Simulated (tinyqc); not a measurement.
Coupled-perturbed Hartree-Fock on RHF in the sto-6g basis, for BH3, spin multiplicity 1, step by step (part 2 of 2). Computed by tinyqc, a small Python program that keeps every step (integrals from PySCF). Command: `OMP_NUM_THREADS=1 python tinyqc.py 24304 24305 out.jsonl` (the two numbers bound the seeds that draw the settings). One thread of a shared host (Intel(R) Xeon(R) Processor @ 2.60GHz), about 0.4 s of CPU time with the checks.

Geometry (angstrom):
```
atom          x          y         z
B      0.000000   0.000000  0.012000
H      1.136000   0.000000  0.000000
H     -0.568000   0.984000  0.000000
H     -0.568000  -0.984000  0.000000
```

## Iteration 7 (converged): orbitals

converged F (hartree):
```
            1B 1s      1B 2s     1B 2px     1B 2py     1B 2pz      2H 1s      3H 1s      4H 1s
1B 1s   -7.520059  -2.114472  -0.000003   0.000000  -0.000190  -0.628926  -0.628690  -0.628690
1B 2s   -2.114472  -1.077556  -0.000052   0.000000   0.003855  -0.605917  -0.605795  -0.605795
1B 2px  -0.000003  -0.000052  -0.237556   0.000000   0.000001  -0.407211   0.203556   0.203556
1B 2py   0.000000   0.000000   0.000000  -0.237542   0.000000   0.000000  -0.352640   0.352640
1B 2pz  -0.000190   0.003855   0.000001   0.000000   0.230960   0.003471   0.003469   0.003469
2H 1s   -0.628926  -0.605917  -0.407211   0.000000   0.003471  -0.446105  -0.188528  -0.188528
3H 1s   -0.628690  -0.605795   0.203556  -0.352640   0.003469  -0.188528  -0.445979  -0.188445
4H 1s   -0.628690  -0.605795   0.203556   0.352640   0.003469  -0.188528  -0.188445  -0.445979
```

X:
```
            1B 1s      1B 2s     1B 2px     1B 2py     1B 2pz      2H 1s      3H 1s      4H 1s
1B 1s    1.031797  -0.177412  -0.000004   0.000000   0.000400   0.024265   0.024266   0.024266
1B 2s   -0.177412   1.512188   0.000106   0.000000  -0.005026  -0.387248  -0.387098  -0.387098
1B 2px  -0.000004   0.000106   1.242293   0.000000  -0.000001  -0.399144   0.199484   0.199484
1B 2py   0.000000   0.000000   0.000000   1.242286   0.000000   0.000000  -0.345601   0.345601
1B 2pz   0.000400  -0.005026  -0.000001   0.000000   1.000052   0.004031   0.004029   0.004029
2H 1s    0.024265  -0.387248  -0.399144   0.000000   0.004031   1.320796  -0.021216  -0.021216
3H 1s    0.024266  -0.387098   0.199484  -0.345601   0.004029  -0.021216   1.320643  -0.021235
4H 1s    0.024266  -0.387098   0.199484   0.345601   0.004029  -0.021216  -0.021235   1.320643
```

Diagonalise F' = X^T F X, C = X C', fill 4 alpha and 4 beta electrons from the bottom; D = 2 C_occ C_occ^T. Each column has its largest component positive (the first on a tie).

F' = X^T F X (hartree):
```
           1          2          3          4          5          6          7          8
1  -7.345951  -1.106751   0.000007   0.000000  -0.000070  -0.110062  -0.109974  -0.109974
2  -1.106751  -0.067335   0.000062   0.000000  -0.002889  -0.435555  -0.435441  -0.435441
3   0.000007   0.000062   0.177476   0.000000   0.000000  -0.520447   0.260152   0.260152
4   0.000000   0.000000   0.000000   0.177490   0.000000   0.000000  -0.450671   0.450671
5  -0.000070  -0.002889   0.000000   0.000000   0.231037   0.004268   0.004266   0.004266
6  -0.110062  -0.435555  -0.520447   0.000000   0.004268   0.075357  -0.058381  -0.058381
7  -0.109974  -0.435441   0.260152  -0.450671   0.004266  -0.058381   0.075298  -0.058386
8  -0.109974  -0.435441   0.260152   0.450671   0.004266  -0.058381  -0.058386   0.075298
```

orbital energies (hartree): MO1 -7.522609, MO2 -0.686339, MO3 -0.482135, MO4 -0.482133, MO5 0.230954, MO6 0.754296, MO7 0.793308, MO8 0.793328

coefficients C:
```
              MO1        MO2        MO3        MO4        MO5        MO6        MO7        MO8
1B 1s    0.994118  -0.222145   0.000031   0.000000  -0.003812  -0.245384   0.000000  -0.000813
1B 2s    0.025614   0.531993  -0.000122   0.000000   0.018408   1.576015   0.000000   0.005415
1B 2px   0.000002   0.000082   0.511736   0.000000   0.000000  -0.003957   0.000000   1.233007
1B 2py   0.000000   0.000000   0.000000   0.511726   0.000000   0.000000   1.233001   0.000000
1B 2pz  -0.000054  -0.002100   0.000000   0.000000   0.999845  -0.021995   0.000000  -0.000074
2H 1s   -0.004602   0.283954   0.510593   0.000000  -0.005508  -0.780511   0.000000  -1.051047
3H 1s   -0.004601   0.283837  -0.255373   0.442220  -0.005510  -0.785580  -0.907854   0.521496
4H 1s   -0.004601   0.283837  -0.255373  -0.442220  -0.005510  -0.785580   0.907854   0.521496
```

D after iteration 7:
```
            1B 1s      1B 2s     1B 2px     1B 2py     1B 2pz      2H 1s      3H 1s      4H 1s
1B 1s    2.075238  -0.185433  -0.000001   0.000000   0.000826  -0.135276  -0.135269  -0.135269
1B 2s   -0.185433   0.567345  -0.000037   0.000000  -0.002237   0.301763   0.301826   0.301826
1B 2px  -0.000001  -0.000037   0.523747   0.000000  -0.000001   0.522624  -0.261321  -0.261321
1B 2py   0.000000   0.000000   0.000000   0.523728   0.000000   0.000000   0.452591  -0.452591
1B 2pz   0.000826  -0.002237  -0.000001   0.000000   0.000009  -0.001193  -0.001192  -0.001192
2H 1s   -0.135276   0.301763   0.522624   0.000000  -0.001193   0.682712  -0.099548  -0.099548
3H 1s   -0.135269   0.301826  -0.261321   0.452591  -0.001192  -0.099548   0.682718  -0.099516
4H 1s   -0.135269   0.301826  -0.261321  -0.452591  -0.001192  -0.099548  -0.099516   0.682718
```

Within a degenerate level the vectors are fixed only up to a rotation; this is one choice.

## Convergence

Stop when the energy changes by less than 1e-10 hartree and every element of the error matrix X^T (F D S - S D F) X is below 3e-06.

Course of the cycle:
```
iteration   E (hartree)     change  largest element of the error matrix
1          -26.30073833          -                             7.09e-01
2          -26.31401813  -1.33e-02                             1.00e-01
3          -26.32974345  -1.57e-02                             1.78e-02
4          -26.33049343  -7.50e-04                             2.05e-03
5          -26.33050143  -7.99e-06                             3.49e-05
6          -26.33050143  -1.33e-09                             3.95e-06
7          -26.33050143  -3.35e-11                             5.37e-08
```

PySCF RHF in the same basis = -26.33050143 hartree

Converged in 7 iterations.

## Integrals over molecular orbitals

core Hamiltonian H = T + V (hartree):
```
             1B 1s      1B 2s     1B 2px     1B 2py     1B 2pz      2H 1s      3H 1s      4H 1s
1B 1s   -13.841736  -3.448182  -0.000010   0.000000   0.000679  -1.022832  -1.022442  -1.022442
1B 2s    -3.448182  -4.711995  -0.000058   0.000000   0.005440  -2.187878  -2.187383  -2.187383
1B 2px   -0.000010  -0.000058  -4.026661   0.000000   0.000001  -1.920165   0.959779   0.959779
1B 2py    0.000000   0.000000   0.000000  -4.026669   0.000000   0.000000  -1.662745   1.662745
1B 2pz    0.000679   0.005440   0.000001   0.000000  -3.830626   0.021497   0.021491   0.021491
2H 1s    -1.022832  -2.187878  -1.920165   0.000000   0.021497  -3.296043  -0.567512  -0.567512
3H 1s    -1.022442  -2.187383   0.959779  -1.662745   0.021491  -0.567512  -3.295691  -0.567247
4H 1s    -1.022442  -2.187383   0.959779   1.662745   0.021491  -0.567512  -0.567247  -3.295691
```

Given earlier and not repeated: Two-electron integrals (ij|kl) in chemists' order.

(pq|rs) = sum C_ip C_jq C_kr C_ls (ij|kl), one index at a time.

one-electron integrals over orbitals h = C^T H C (hartree):
```
            1          2          3          4          5          6          7          8
1  -13.828745   0.305419  -0.000048   0.000000   0.006089   0.324145   0.000000   0.001069
2    0.305419  -3.868150  -0.000061   0.000000  -0.002390  -0.610372   0.000000  -0.002118
3   -0.000048  -0.000061  -3.626766   0.000000   0.000002   0.002172   0.000000  -0.618094
4    0.000000   0.000000   0.000000  -3.626670   0.000000   0.000000  -0.618194   0.000000
5    0.006089  -0.002390   0.000002   0.000000  -3.830470   0.009719   0.000000   0.000031
6    0.324145  -0.610372   0.002172   0.000000   0.009719  -3.002829   0.000000   0.000587
7    0.000000   0.000000   0.000000  -0.618194   0.000000   0.000000  -3.174262   0.000000
8    0.001069  -0.002118  -0.618094   0.000000   0.000031   0.000587   0.000000  -3.174241
```

Two-electron integrals over orbitals (pq|rs), unique and non-zero (hartree):
```
(11|11) 2.897961    (21|11) -0.254868   (21|21) 0.035557    (22|11) 0.611508
(22|21) -0.008924   (22|22) 0.449503    (31|11) 0.000037    (31|21) -3.67e-06
(31|22) 0.000007    (31|31) 0.007962    (32|11) 0.000006    (32|21) 3.32e-06
(32|22) 0.000051    (32|31) 0.013614    (32|32) 0.123168    (33|11) 0.559172
(33|21) -0.003600   (33|22) 0.447813    (33|31) 0.004355    (33|32) 0.062925
(33|33) 0.502019    (41|41) 0.007961    (42|41) 0.013612    (42|42) 0.123131
(43|41) -0.004359   (43|42) -0.062961   (43|43) 0.048891    (44|11) 0.559147
(44|21) -0.003601   (44|22) 0.447762    (44|31) -0.004356   (44|32) -0.062946
(44|33) 0.404331    (44|44) 0.502041    (51|11) -0.004531   (51|21) 0.000573
(51|22) -0.000409   (51|31) -1.03e-07   (51|32) -5.21e-09   (51|33) -0.000199
(51|44) -0.000199   (51|51) 0.022234    (52|11) 0.002118    (52|21) -0.000203
(52|22) -0.000606   (52|31) 2.41e-08    (52|33) -0.000348   (52|44) -0.000348
(52|51) 0.021127    (52|52) 0.069559    (53|11) -7.65e-07   (53|21) 5.31e-08
(53|22) -1.38e-07   (53|31) 0.000073    (53|32) -0.000363   (53|33) -0.000379
(53|44) 0.000379    (53|51) -3.31e-06   (53|52) -0.000007   (53|53) 0.018645
(54|41) 0.000073    (54|42) -0.000363   (54|43) 0.000379    (54|54) 0.018643
(55|11) 0.743038    (55|21) -0.009574   (55|22) 0.466998    (55|31) 1.25e-06
(55|32) 4.46e-06    (55|33) 0.442615    (55|44) 0.442601    (55|51) 0.000592
(55|52) 0.002864    (55|53) -7.57e-07   (55|55) 0.587138    (61|11) -0.294333
(61|21) 0.042424    (61|22) -0.009639   (61|31) -0.000051   (61|32) -0.000065
(61|33) -0.003652   (61|44) -0.003617   (61|51) 0.000343    (61|52) -0.000523
(61|53) -3.82e-07   (61|55) -0.007410   (61|61) 0.050874    (62|11) 0.220526
(62|21) -0.010646   (62|22) 0.040346    (62|31) -0.000023   (62|32) 0.000007
(62|33) 0.021811    (62|44) 0.021646    (62|51) -0.000507   (62|52) -0.000227
(62|53) -2.41e-06   (62|55) 0.105162    (62|61) -0.011040   (62|62) 0.069832
(63|11) -0.000704   (63|21) 0.000020    (63|22) -0.000170   (63|31) 0.003333
(63|32) -0.042067   (63|33) -0.039377   (63|44) 0.039180    (63|51) -4.81e-08
(63|52) -4.10e-06   (63|53) 0.000449    (63|55) -0.000333   (63|61) -2.03e-06
(63|62) -0.000374   (63|63) 0.057155    (64|41) 0.003308    (64|42) -0.042415
(64|43) 0.039450    (64|54) 0.000451    (64|64) 0.057548    (65|11) -0.001921
(65|21) -0.000106   (65|22) -0.001260   (65|31) -8.44e-07   (65|32) -0.000006
(65|33) -0.000588   (65|44) -0.000583   (65|51) 0.024191    (65|52) 0.066853
(65|53) -0.000065   (65|55) 0.000498    (65|61) -0.000507   (65|62) -0.001852
(65|63) 3.27e-06    (65|65) 0.071011    (66|11) 0.649267    (66|21) -0.013455
(66|22) 0.448939    (66|31) -0.000088   (66|32) -0.000717   (66|33) 0.448659
(66|44) 0.449403    (66|51) -0.001092   (66|52) -0.002230   (66|53) 3.47e-06
(66|55) 0.470840    (66|61) -0.014276   (66|62) 0.029402    (66|63) 0.000195
(66|65) -0.002824   (66|66) 0.468954    (71|41) 0.013914    (71|42) 0.020084
(71|43) -0.005385   (71|54) 0.000145    (71|64) 0.006217    (71|71) 0.024647
(72|41) 0.007502    (72|42) -0.004890   (72|43) 0.026094    (72|54) 0.000719
(72|64) 0.045648    (72|71) 0.012667    (72|72) 0.048872    (73|41) 0.003755
(73|42) 0.053752    (73|43) -0.023694   (73|54) -0.000340   (73|64) -0.029690
(73|71) 0.005990    (73|72) -0.009227   (73|73) 0.037747    (74|11) 0.201023
(74|21) -0.005586   (74|22) 0.044251    (74|31) 0.003757    (74|32) 0.053755
(74|33) 0.053443    (74|44) 0.006091    (74|51) 0.000039    (74|52) 0.001251
(74|53) -0.000340   (74|55) 0.093689    (74|61) -0.005121   (74|62) 0.066149
(74|63) -0.029695   (74|65) -0.000291   (74|66) 0.028083    (74|74) 0.104342
(75|41) 0.000259    (75|42) 0.001685    (75|43) -0.000777   (75|54) 0.016243
(75|64) -0.000569   (75|71) 0.000424    (75|72) 0.000235    (75|73) 0.000732
(75|75) 0.019766    (76|41) 0.013673    (76|42) 0.109726    (76|43) -0.057058
(76|54) -0.000481   (76|64) -0.045217   (76|71) 0.021161    (76|72) -0.010852
(76|73) 0.054505    (76|75) 0.001501    (76|76) 0.111665    (77|11) 0.692708
(77|21) -0.009915   (77|22) 0.465456    (77|31) 0.000974    (77|32) -0.027581
(77|33) 0.434435    (77|44) 0.498991    (77|51) -0.000122   (77|52) 0.000410
(77|53) 0.000452    (77|55) 0.481447    (77|61) -0.009639   (77|62) 0.043428
(77|63) 0.036567    (77|65) -0.000248   (77|66) 0.476291    (77|74) 0.040704
(77|77) 0.536839    (81|11) -0.000979   (81|21) 0.000144    (81|22) -0.000024
(81|31) 0.013914    (81|32) 0.020085    (81|33) 0.005364    (81|44) -0.005392
(81|51) 1.14e-06    (81|52) -1.71e-06   (81|53) 0.000145    (81|55) -0.000024
(81|61) 0.000089    (81|62) -0.000078   (81|63) 0.006257    (81|65) -3.06e-06
(81|66) -0.000186   (81|74) 0.005975    (81|77) 0.002799    (81|81) 0.024646
(82|11) 0.000763    (82|21) -0.000035   (82|22) 0.000139    (82|31) 0.007500
(82|32) -0.004919   (82|33) -0.026026   (82|44) 0.026180    (82|51) -1.66e-06
(82|52) -3.98e-07   (82|53) 0.000719    (82|55) 0.000362    (82|61) -0.000079
(82|62) 0.000086    (82|63) 0.045596    (82|65) -0.000007   (82|66) 0.000173
(82|74) -0.009004   (82|77) 0.032094    (82|81) 0.012664    (82|82) 0.048878
(83|11) 0.201004    (83|21) -0.005587   (83|22) 0.044201    (83|31) -0.003747
(83|32) -0.053905   (83|33) 0.005973    (83|44) 0.053572    (83|51) 0.000039
(83|52) 0.001251    (83|53) 0.000341    (83|55) 0.093676    (83|61) -0.005082
(83|62) 0.066095    (83|63) 0.029395    (83|65) -0.000286   (83|66) 0.028794
(83|74) 0.033445    (83|77) 0.063054    (83|81) -0.005993   (83|82) 0.009601
(83|83) 0.104536    (84|41) 0.003768    (84|42) 0.053614    (84|43) -0.023562
(84|54) -0.000338   (84|64) -0.029508   (84|71) 0.006014    (84|72) -0.009069
(84|73) 0.032961    (84|75) 0.000730    (84|76) 0.054356    (84|84) 0.037549
(85|11) -0.000006   (85|21) -3.05e-07   (85|22) -3.51e-06   (85|31) 0.000259
(85|32) 0.001685    (85|33) 0.000774    (85|44) -0.000779   (85|51) 0.000081
(85|52) 0.000226    (85|53) 0.016242    (85|55) 1.90e-06    (85|61) -3.07e-06
(85|62) -0.000007   (85|63) -0.000564   (85|65) 0.000172    (85|66) -0.000019
(85|74) 0.000731    (85|77) -0.000219   (85|81) 0.000424    (85|82) 0.000235
(85|83) -0.000735   (85|85) 0.019765    (86|11) -0.000120   (86|21) -0.000010
(86|22) -0.000008   (86|31) 0.013679    (86|32) 0.109555    (86|33) 0.056737
(86|44) -0.056872   (86|51) -3.22e-06   (86|52) -0.000009   (86|53) -0.000477
(86|55) -0.000024   (86|61) -0.000086   (86|62) -0.000017   (86|63) -0.044608
(86|65) -0.000014   (86|66) -0.000751   (86|74) 0.054351    (86|77) -0.028710
(86|81) 0.021177    (86|82) -0.010661   (86|83) -0.054655   (86|85) 0.001500
(86|86) 0.111275    (87|41) 0.001018    (87|42) -0.027217   (87|43) 0.032104
(87|54) 0.000451    (87|64) 0.036674    (87|71) 0.002901    (87|72) 0.031902
(87|73) -0.010948   (87|75) -0.000213   (87|76) -0.028492   (87|84) -0.010821
(87|87) 0.034145    (88|11) 0.692704    (88|21) -0.009915   (88|22) 0.465476
(88|31) -0.000881   (88|32) 0.028321    (88|33) 0.499370    (88|44) 0.434040
(88|51) -0.000122   (88|52) 0.000410    (88|53) -0.000456   (88|55) 0.481449
(88|61) -0.009621   (88|62) 0.043629    (88|63) -0.037229   (88|65) -0.000250
(88|66) 0.475905    (88|74) 0.063311    (88|77) 0.467980    (88|81) -0.002723
(88|82) -0.031866   (88|83) 0.040215    (88|85) 0.000227    (88|86) 0.029290
(88|88) 0.537228
```

## Response to a field: uncoupled start

dipole integrals <a|z|i> (bohr):
```
           i1         i2         i3        i4
a5   0.117578   0.814804  -0.000136  0.000000
a6  -0.001984  -0.000867  -0.000049  0.000000
a7   0.000000   0.000000   0.000000  0.015031
a8  -0.000007   0.000001   0.015031  0.000000
```

Field along z; U_ai = -mu_ai / (e_a - e_i), alpha = -4 sum U_ai mu_ai.

uncoupled U:
```
           i1         i2         i3         i4
a5  -0.015164  -0.888270   0.000190   0.000000
a6   0.000240   0.000602   0.000040   0.000000
a7   0.000000   0.000000   0.000000  -0.011785
a8   0.000001   0.000000  -0.011785   0.000000
```

uncoupled polarisability = 2.903618 bohr^3

## Coupled step 1

U_ai = -(mu_ai + sum_bj [4 (ai|bj) - (ab|ij) - (aj|bi)] U_bj) / (e_a - e_i); alpha = -4 sum U_ai mu_ai.

U after step 1:
```
           i1         i2         i3         i4
a5  -0.008130  -1.137146   0.000260   0.000000
a6  -0.000013   0.002834   0.000037   0.000000
a7   0.000000   0.000000   0.000000  -0.011104
a8   0.000000   0.000007  -0.011104   0.000000
```

polarisability = 3.711373 bohr^3

## Coupled step 2

As before.

U after step 2:
```
           i1         i2         i3         i4
a5  -0.005174  -1.207798   0.000289   0.000000
a6  -0.000063   0.003205   0.000036   0.000000
a7   0.000000   0.000000   0.000000  -0.010733
a8   0.000000   0.000008  -0.010733   0.000000
```

polarisability = 3.940209 bohr^3

## Coupled polarisability

Repeat until U stops changing; compare with -d2E/dF2.

Course of the coupled iterations:
```
step  alpha (bohr^3)
0           2.903618
1           3.711373
2           3.940209
3           4.005378
4           4.023967
5           4.029272
6           4.030786
7           4.031218
8           4.031341
9           4.031376
10          4.031386
11          4.031389
12          4.031390
13          4.031390
14          4.031390
15          4.031390
```

coupled polarisability = 4.031390 bohr^3

finite-field check, fields of +/-0.001 au = 4.031386 bohr^3
